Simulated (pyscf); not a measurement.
Single points on ωB97X-D3(BJ)/def2-SVP structures (PySCF, gas phase).

### Question
H₂B–P=SiH₂ + H₂ → H₂B–PH–SiH₃
Surface: singlet. Broken: H–H. Formed: H–P, H–Si. Give ΔE‡ and ΔE from PBE0-D3(BJ)/def2-TZVP, relative to the separated reactants.

### Answer
ΔE‡ = 0.70 eV, ΔE = -1.74 eV. ωB97M-D3(BJ)/def2-TZVP gives 0.90 eV and -1.69 eV. Zero-point energy shifts the barrier by +0.13 eV. It is an addition across a multiple bond or ene-type step, with an imaginary mode of 1120i cm⁻¹. At the saddle there is also a short H–Si contact that neither side keeps. This is the saddle that the search found; another between the same sides may lie lower.
